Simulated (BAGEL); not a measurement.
# BF2 (SMILES F[B]F): UHF/cc-pVTZ (density fitting with qzvpp-jkfit)

Aim: the energy change on altering one bond length of BF2 at UHF/cc-pVTZ (density fitting with qzvpp-jkfit), from 2 runs. 

Program for the calculation: BAGEL 1.2.2.

13 further runs of the same task are left out: 13 set aside as unsound or not needed.

## (1) The system as given

BF2 has 3 atoms, charge 0, and is taken as a doublet. As SMILES, `F[B]F`. Geometry: relaxed at PBE0-D4/def2-TZVP.

Bond lengths: F1–B2 1.306 Å, B2–F3 1.306 Å. Angles: F1–B2–F3 121.1°.

## (2) A single-point energy at UHF/cc-pVTZ (density fitting with qzvpp-jkfit)

Contents of hf.json:

```json
{ "bagel": [

{
  "title": "molecule",
  "basis": "cc-pvtz.json",
  "df_basis": "qzvpp-jkfit",
  "angstrom": true,
  "geometry": [
    { "atom": "F", "xyz": [       0.513100,      -1.044300,       0.160000 ] },
    { "atom": "B", "xyz": [       0.279000,       0.240500,       0.181300 ] },
    { "atom": "F", "xyz": [      -0.802900,       0.738900,      -0.354600 ] }
  ]
},

{ "title": "uhf", "nopen": 1 },

{ "title": "print", "file": "orbitals.molden", "orbitals": true }

]}
```

The basis set cc-pVTZ is read from a file made from the Basis Set Exchange's data (not shown).

Launch:

```
BAGEL_NUM_THREADS=1 BAGEL hf.json > hf.out
```

What it wrote:

```text
* using 1 threads per process

  ===============================================================
  ===============================================================

  *** Geometry ***

  { "atom" : "F", "xyz" : [      0.969618,     -1.973441,      0.302356 ] },
  { "atom" : "B", "xyz" : [      0.527234,      0.454479,      0.342607 ] },
  { "atom" : "F", "xyz" : [     -1.517261,      1.396319,     -0.670097 ] },

  Number of auxiliary basis functions:      229

  Since a DF basis is specified, we compute 2- and 3-index integrals:
    o Being stored without compression. Storage requirement is 0.015 GB

  Number of basis functions:       90
  Number of electrons      :       23

    * METHOD: MOLECULE                             0.06

  *** Open-shell HF ***

  === Nuclear Repulsion ===
    55.3022842978

      * DIIS with orbital gradients will be used.

  === UHF iteration (cc-pvtz.json) ===
      0       -223.42877578          0.05091640           0.04
      1       -223.59390205          0.03698962           0.03
      2       -223.66248218          0.02212156           0.03
      3       -223.70655184          0.00127571           0.03
      4       -223.70728470          0.00033603           0.03
      5       -223.70735602          0.00009920           0.03
      6       -223.70736719          0.00002717           0.04
      7       -223.70736864          0.00000992           0.03
      8       -223.70736887          0.00000368           0.03
      9       -223.70736891          0.00000090           0.03
     10       -223.70736891          0.00000021           0.03
     11       -223.70736891          0.00000008           0.04
     12       -223.70736891          0.00000004           0.03
     13       -223.70736891          0.00000002           0.03
     14       -223.70736891          0.00000001           0.03
    * SCF iteration converged.

    * S^2 (UHF) is 0.7522

    * Permanent dipole moment:
           (   -0.152255,    -0.141109,    -0.100053) a.u.

    * METHOD: UHF                                  0.55

    * METHOD: PRINT                                0.03

  ===============================================================
```

Wall time 1.2 s (1 thread of AMD EPYC 9R14 (Zen 4), shared host); peak memory 0.08 GiB.

## (3) The distorted shape, same level

Contents of input.json:

```json
{ "bagel": [

{
  "title": "molecule",
  "basis": "cc-pvtz.json",
  "df_basis": "qzvpp-jkfit",
  "angstrom": "true",
  "geometry": [
    { "atom": "F", "xyz": [    0.583336,   -1.429774,    0.153609 ] },
    { "atom": "B", "xyz": [    0.279000,    0.240500,    0.181300 ] },
    { "atom": "F", "xyz": [   -0.802900,    0.738900,   -0.354600 ] }
  ]
},
{ "title": "uhf", "nopen": 1 },
{ "title": "print", "file": "orbitals.molden", "orbitals": "true" }

]}
```

The basis set cc-pVTZ is read from a file made from the Basis Set Exchange's data (not shown).

Launch:

```
BAGEL_NUM_THREADS=1 BAGEL input.json > input.out
```

What it wrote:

```text
* using 1 threads per process

  ===============================================================
  ===============================================================

  *** Geometry ***

  { "atom" : "F", "xyz" : [      1.102345,     -2.701881,      0.290279 ] },
  { "atom" : "B", "xyz" : [      0.527234,      0.454479,      0.342607 ] },
  { "atom" : "F", "xyz" : [     -1.517261,      1.396319,     -0.670097 ] },

  Number of auxiliary basis functions:      229

  Since a DF basis is specified, we compute 2- and 3-index integrals:
    o Being stored without compression. Storage requirement is 0.015 GB

  Number of basis functions:       90
  Number of electrons      :       23

    * METHOD: MOLECULE                             0.06

  *** Open-shell HF ***

  === Nuclear Repulsion ===
    48.5930302456

      * DIIS with orbital gradients will be used.

  === UHF iteration (cc-pvtz.json) ===
      0       -223.27270096          0.05553637           0.04
      1       -223.41637484          0.04982520           0.04
      2       -223.52158868          0.03290034           0.04
      3       -223.63276347          0.00215973           0.04
      4       -223.63459783          0.00104962           0.05
      5       -223.63499011          0.00043009           0.05
      6       -223.63511405          0.00013838           0.05
      7       -223.63512854          0.00005484           0.05
      8       -223.63513142          0.00001713           0.04
      9       -223.63513180          0.00000896           0.04
     10       -223.63513195          0.00000475           0.05
     11       -223.63513203          0.00000272           0.04
     12       -223.63513206          0.00000177           0.04
     13       -223.63513208          0.00000101           0.05
     14       -223.63513208          0.00000048           0.04
     15       -223.63513208          0.00000028           0.04
     16       -223.63513208          0.00000017           0.04
     17       -223.63513208          0.00000007           0.04
     18       -223.63513208          0.00000004           0.04
     19       -223.63513208          0.00000002           0.04
     20       -223.63513208          0.00000002           0.04
     21       -223.63513208          0.00000001           0.04
     22       -223.63513208          0.00000001           0.04
    * SCF iteration converged.

    * S^2 (UHF) is 0.7588

    * Permanent dipole moment:
           (    0.053250,    -0.955232,    -0.082162) a.u.

    * METHOD: UHF                                  1.06

    * METHOD: PRINT                                0.03

  ===============================================================
```

Run time: 1.7 s. Hardware: 1 thread of AMD EPYC 9R14 (Zen 4), shared host; peak memory 0.08 GiB.

## (4) What came out

At UHF/cc-pVTZ (density fitting with qzvpp-jkfit):

| quantity | value |
| --- | --- |
| first shape: total energy | -223.70737 Eh |
| first shape: dipole moment | 0.59 D |
| first shape: ⟨S²⟩ | 0.752 |
| distorted shape: total energy | -223.63513 Eh |
| distorted shape: dipole moment | 2.44 D |
| distorted shape: ⟨S²⟩ | 0.759 |
| energy change with the F1–B2 bond stretched from 1.306 to 1.698 Å | 1.966 eV |

**Reading.** With the F1–B2 bond stretched from 1.306 to 1.698 Å the energy rises by 1.97 eV (45 kcal/mol). The first shape isn't relaxed at this level, so the change isn't measured from a minimum.
